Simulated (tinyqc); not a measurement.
Stretching all distances: RHF, UHF, MP2, CISD and CCSD against full CI in the sto-3g basis, for BH, spin multiplicity 1. Computed by the program tinyqc with PySCF. 

Geometry (angstrom):
```
atom       x       y       z
B     0.0000  0.0000  0.0000
H     0.0000  0.0000  1.0540
```

All coordinates are multiplied by the scale. c0^2 is the weight of the RHF determinant in the lowest singlet FCI state (UHF is spin-contaminated and may lie near states of higher spin) and n(LUMO) the first natural occupation beyond the occupied space.

Full CI energy (hartree) and errors against it (kcal/mol):
```
scale   distance 1-2 (angstrom)      E(FCI)       RHF      UHF      MP2     CISD     CCSD  <S^2> UHF    c0^2  n(LUMO)
0.9100                   0.9591  -24.753479   31.9239  21.2987  16.1065   0.8175   0.1409     0.6196  0.9139   0.0815
1.1400                   1.2016  -24.809095   35.2504  28.0849  17.1244   1.0767   0.1009     0.5305  0.9162   0.0735
1.3800                   1.4545  -24.796133   41.7300  37.0989  19.8088   1.6665   0.0988     0.4440  0.9083   0.0683
1.6200                   1.7075  -24.760851   51.5396  48.5741  24.3140   2.6761   0.1020     0.3693  0.8858   0.1004
1.8500                   1.9499  -24.725621   64.1914  50.6412  30.3858   4.1370   0.0945     0.6702  0.8449   0.1875
2.0800                   2.1923  -24.697261   79.7371  42.7039  37.8101   6.0947   0.0734     0.7948  0.7822   0.3127
2.3200                   2.4453  -24.677528   97.9193  34.9227  45.7807   8.4395   0.0409     0.9082  0.7013   0.4681
2.5600                   2.6982  -24.666314  116.2433  30.0115  52.0525  10.6722   0.0095     0.9600  0.6217   0.6186
2.7900                   2.9407  -24.660753  132.3326  27.4873  54.8937  12.4197  -0.0095     0.9825  0.5589   0.7376
```

UHF lies below RHF over the whole range. The weight c0^2 goes from 0.91 to 0.56 and n(LUMO) from 0.08 to 0.74: static correlation grows as the bonds break into open-shell fragments. The spread of the error along the curve, which distorts its shape, is CCSD 0.2, CISD 11.6, UHF 29.3, MP2 38.8, RHF 100.4 kcal/mol.
